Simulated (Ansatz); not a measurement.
Candidates: anatase TiO2 (metastable phase), ZnWO4 (P2/c, No. 13), B2O3 (P3₁21, No. 152), SiO2 (P4₁2₁2, No. 92), SrMoO4 (I4₁/a, No. 88), CaWO4 (I4₁/a, No. 88). Level: r²SCAN+rVV10 in Ansatz (plane waves, PAW).

Ansatz's runs of these crystals have no spin polarisation.

Spin–orbit coupling is left out, also for the solids with elements from indium on (ZnWO4, CaWO4); its size isn't shown.

Ansatz's density-functional and Hartree–Fock values are scalar-relativistic unless marked +SOC, with PAW data made under PBE.

Question: Which of them have a computed volume per atom between 9.9 and 12 Å³/atom?

Answer: anatase TiO2 (metastable phase), ZnWO4 (P2/c, No. 13). The values: anatase TiO2 (metastable phase) 11.32 Å³/atom; ZnWO4 (P2/c, No. 13) 10.84 Å³/atom; B2O3 (P3₁21, No. 152) 8.88 Å³/atom; SiO2 (P4₁2₁2, No. 92) 13.48 Å³/atom; SrMoO4 (I4₁/a, No. 88) 14.37 Å³/atom; CaWO4 (I4₁/a, No. 88) 12.77 Å³/atom.

Ansatz is an electronic-structure program.
